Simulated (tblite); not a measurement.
Isomers of C4H5P. Method: GFN2-xTB as coded in tblite; computed harmonic values from a numerical Hessian at the method's own geometry, unscaled. Errors from tens to a few hundred cm⁻¹ against measured bands are possible. Modes of hydrogen on phosphorus can be 10 to 20 % off. One conformer each.

Electronic energies: GFN2-xTB at the same geometries; isomer energies are rough at this level and their order can be wrong.

```csv
SMILES,"electronic energy, lowest = 0 (kJ/mol)"
C=C(C)C#P,81.5
C=CP1C=C1,211.1
C/C=C/C#P,78.9
c1cc[pH]c1,0.0
C=CCC#P,115.7
C#CCP=C,177.8
P#CC1CC1,81.5
```

Task: How do GFN2-xTB zero-point energies change the relative energies?

Result: 
```csv
SMILES,ZPE (kJ/mol),of it from modes above 1550 cm⁻¹,electronic (kJ/mol),"with ZPE, lowest = 0 (kJ/mol)",lowest mode (cm⁻¹),rings
c1cc[pH]c1,190.0,97.1,0.0,0.0,288,1
C/C=C/C#P,195.0,110.4,78.9,83.8,114,0
P#CC1CC1,200.0,102.4,81.5,91.5,138,1
C=C(C)C#P,195.1,111.6,81.5,86.6,103,0
C=CCC#P,195.2,111.1,115.7,120.8,56,0
C#CCP=C,185.4,105.9,177.8,173.2,30,0
C=CP1C=C1,185.5,112.6,211.1,206.6,77,1
```

The zero-point energies span 14.6 kJ/mol, from `C#CCP=C` to `P#CC1CC1`. The lowest isomer stays, but the order above it changes.

Task: What do entropy and thermal enthalpy add at 298.15 K and 1 bar (rigid rotor, harmonic oscillator, one conformer each)?

Result: 
```tsv
SMILES	point group	symmetry number	S (J/(mol K))	H − H(0) (kJ/mol)	ZPE + H − H(0) − TS (kJ/mol)
c1cc[pH]c1	Cs	1	292.6	14.68	117.5
C/C=C/C#P	Cs	1	325.8	18.68	116.5
P#CC1CC1	Cs	1	308.9	16.15	124.1
C=CCC#P	C1	1	326.7	18.04	115.8
C#CCP=C	Cs	1	336.7	19.46	104.5
C=CP1C=C1	Cs	1	321.3	18.39	108.1
```

Not tabulated: `C=C(C)C#P` (point group not settled).
